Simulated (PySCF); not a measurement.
Species: tetrafluoromethane, CF₄.
Cartesian coordinates in Å at the GFN2-xTB level; atoms count from 1:
```
atom  x, y, z in Å
F1     0.382    1.114   -0.588
C2     0.002    0.001   -0.003
F3    -0.515   -0.810   -0.899
F4     1.039   -0.575    0.561
F5    -0.900    0.273    0.913
```

The calculation used PySCF 2.14.0, density-fitted response routines, TDDFT CAM-B3LYP/def2-SVPD, vertical, gas phase, core orbitals frozen in the response.

Excitation energies and transition dipoles (atomic units, axes of the coordinates) of those of the lowest 8 singlets that add 0.02 au or more to the mean polarisability:

```tsv
state	ΔE (hartree)	μx	μy	μz
S4	0.4941	0.609	0.164	-0.151
S5	0.4941	0.160	-0.013	0.628
S6	0.4941	0.156	-0.627	-0.052
```

Question: What does each state add to αxx, αyy and αzz, and how do the sums compare with the full static tensor?

Answer: Each state adds 2 μα² / ΔE.

```
        state  αxx (au)  αyy (au)  αzz (au)
           S4      1.50      0.11      0.09
           S5      0.10      0.00      1.60
           S6      0.10      1.59      0.01
 all 8 states       1.7       1.7       1.7
full response      18.8      18.8      18.8
    share (%)         9         9         9
```

The rest comes from the higher roots of the same response equations.

Question: Give the full tensor and its principal values.

Answer: In au, rows and columns x, y, z:
```
x   18.8  0.0  0.0
y    0.0 18.8  0.0
z    0.0  0.0 18.8
```
Principal values 18.8, 18.8 and 18.8 au; mean 18.8 au (2.78 Å³).

Question: By how much does the contribution of these states grow at 1064 nm?

Answer: With ω = 0.0428 hartree each state's term in the mean polarisability goes from f / ΔE² to f / (ΔE² − ω²), f = (2/3) ΔE |μ|²; the sum over all 8 states goes from 1.70 to 1.71 au, a rise of 0.01 au.
